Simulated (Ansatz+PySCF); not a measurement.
A calculation with PySCF 2.14.0.

```python
from pyscf import gto, scf, cc

mol = gto.M(atom="""
B 0.000000 0.000000 0.000000
Al 0.602690 0.803590 1.739830
""", basis='6-31g', charge=0, spin=0)
mf = scf.RHF(mol)
mf.kernel()
mycc = cc.CCSD(mf, frozen=6).run()
et = mycc.ccsd_t()
print(mf.e_tot, mycc.e_corr, et, mycc.e_tot + et)
```

The script is written out from the run's settings.

The run gave:

```yaml
Converged: yes
Reference_energy: -266.34029 hartree
CCSD_correlation_energy: -0.12350 hartree
Triples_correction: -0.00680 hartree
Total_energy: -266.47059 hartree
Spin_squared_of_the_determinant: 0.000
```

Caution: large amplitudes, a single reference is doubtful; another spin multiplicity may lie lower; an unrestricted determinant lies well below.
